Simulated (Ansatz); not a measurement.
The input, for Ansatz 0.2.0:

```yaml
crystal:
  periodic: [false, false, false]
  atoms:
    - {symbol: C, position_ang: [0.000000, -0.102916, 0.000000]}
    - {symbol: H, position_ang: [0.000000, 0.613177, -0.867919]}
    - {symbol: H, position_ang: [0.000000, 0.613177, 0.867919]}
basis:
  gaussian: {orbitals: aug-cc-pVDZ}
magnetization: {spin_polarized: false, initial_magnetization: 2}
correlation: {method: fci, electrons: outside_noble_gas}
```

```sh
$ ansatz run in.yaml --threads 5 --pin off --events-out ev --progress --plain --max-ram 130560MiB --backend cuda --devices 0, --max-vram 75GiB
```

The program prints:

```
650 factors; integrals over basis functions are off by at most 2.2e-7 eV
mean field evaluation 1: about -1057.8657 eV, gradient 9.5e0 eV
mean field evaluation 2: about -1057.8659 eV, gradient 9.5e0 eV
mean field evaluation 4: about -1058.6358 eV, gradient 8.0e-1 eV
mean field evaluation 8: about -1058.6462 eV, gradient 1.3e-4 eV
mean field -1058.64615160 eV, -38.9045284951 hartree, gradient 1.9e-6 eV, S^2 2.000000; 0 other end points of the search recorded, 0 dependent functions left out
mean field evaluation 16: about -1058.7228 eV, gradient 1.2e0 eV
1 core orbitals not correlated: weight in the atoms' cores, before any rotation towards them, 1.000 or more for the frozen orbitals, at most 0.000 for the correlated occupied ones
reference -1058.64615160 eV, -38.9045284951 hartree; 4, 2 occupied and 36, 38 virtual orbitals, 650 factors
state -1062.08445029 eV, -39.0308836415 hartree
Total energy: -1062.08445029 eV, -39.0308836415 hartree
```

Ran on 5 threads of AMD EPYC 7R13 with a whole H100 80 GB, shared host: 3.3 s wall, 0.79 GiB peak host memory.
